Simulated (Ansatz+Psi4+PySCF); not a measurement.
# doublet CHO2: levels of theory in one basis

```xyz
4

C     0.3000    0.3000    0.3000
H     0.7426   -0.6208   -0.0800
O     0.5473    0.6274    1.4913
O    -0.4277    0.9720   -0.4788
```

Basis set: cc-pVTZ (spherical functions). Left uncorrelated: 3 orbitals. Correlation on ROHF uses semicanonical orbitals with singles. Charge 0, multiplicity 2.

Computed with Ansatz (development build ahead of 0.2.0); each method stands on the lowest determinant of its kind that the runs found.

```csv
method,E − E(ROHF) (eV),<S²> of the determinant
ROHF,0.00,0.75
UHF,-0.29,1.02
ROHF-MP2,-15.79,–
UHF-MP2,-15.06,1.02
```

The restricted and unrestricted rows may stand on different electronic states: another unrestricted solution lies nearer the restricted one.

Caution for ROHF, ROHF-MP2: the determinant may break the point group. Caution for UHF, UHF-MP2: the unrestricted determinant is spin contaminated. Caution for ROHF-MP2, UHF-MP2: another reference gives a lower total. Caution for UHF-MP2: a plain start can end on a higher determinant.
